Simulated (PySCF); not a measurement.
Gas-phase reaction: CH3SiH + 2 C2H4 + Si2C = 3 H3SiCCH

Energies from PySCF, thermal terms from the rigid-rotor harmonic-oscillator model, ideal gas at 1 bar. † marks an energy on the PBE0/def2-TZVP geometry and frequencies; other levels use their own. MP2 and CCSD(T) freeze the core. 6-31G* has spherical d functions here. All species are closed-shell singlets. B3LYP is the form with VWN-RPA correlation. CH3SiH: computed as isolated molecules; such fragments, hydroxides, amides, oligomers or adducts are transient or little studied in the gas. MP2 isn't extrapolated to the basis-set limit. CCSD(T) isn't extrapolated to the basis-set limit. Warning, large T1 diagnostic: Si2C (CCSD(T)/def2-SVP†). Warning, point group unlike the PBE0 one: Si2C (B3LYP/6-31G*).

| level | ΔH°(298 K), kJ |
|---|---|
| B3LYP/6-31G* | -109 |
| CCSD(T)/def2-SVP† | [?] |
| MP2/def2-TZVPP† | -207 |
| PBE/def2-SVP | -106 |
| LDA/def2-TZVP† | [?] |

Question: Fill in the missing entries.

Answer: 
- CCSD(T)/def2-SVP†, ΔH°(298 K), kJ: -138
- LDA/def2-TZVP†, ΔH°(298 K), kJ: -122
